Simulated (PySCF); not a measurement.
## H2CS at several levels of theory

All levels use the PBE0 minimum (singlet; C–H 1.090 Å (×2), C–S 1.599 Å; H–C–H 115.6°, H–C–S 122.2° (×2)), basis [C def2-TZVP, S def2-TZVP, H def2-TZVP], no relativity, density fitting, no spin–orbit coupling, PySCF. For vertical energies the ionised species is a doublet (spins chosen at PBE0 and kept) and the electron-attached one a doublet. Atomisation goes to high-spin ground-configuration atoms, without zero-point energy. Open shells are unrestricted, also as the reference of the correlated levels. A dash marks a value that was not computed or is not defined at that level.

| level | atomisation (kJ/mol) | vertical IP (eV) | vertical EA (eV) | −ε(HOMO) (eV) | gap (eV) | dipole (D) |
| --- | --- | --- | --- | --- | --- | --- |
| PBE0 | 1355 | 9.23 | 0.20 | 6.69 | 4.16 | 1.74 |
| HF | 940 | 8.03 | -0.31 | 9.54 | 10.82 | 2.09 |
| MP2 | 1323 | 9.52 | -0.17 | – | – | – |
| PBE | 1392 | 9.22 | 0.09 | 5.44 | 1.93 | 1.62 |
| CCSD(T) | 1305 | 9.25 | -0.18 | – | – | – |
| r2SCAN | 1356 | 9.17 | 0.25 | 5.67 | 2.27 | 1.76 |
| B3LYP | 1349 | 9.29 | – | 6.45 | 3.72 | 1.69 |

For H₂CS itself CCSD(T) correlates 12 electrons; T1 = 0.016, D1 = 0.050, (T) = -47 kJ/mol.

Task: Which levels differ least and most from CCSD(T) in the atomisation?

Result: Least: MP2 (+18 kJ/mol); most: HF (-365 kJ/mol). CCSD(T) atomisation energies in a triple-zeta basis lie tens of kJ/mol low, so this is no ranking by accuracy.

Spin contamination in at least one species weakens the values at: HF, MP2.

Without diffuse functions attachment energies tend to come out too low.
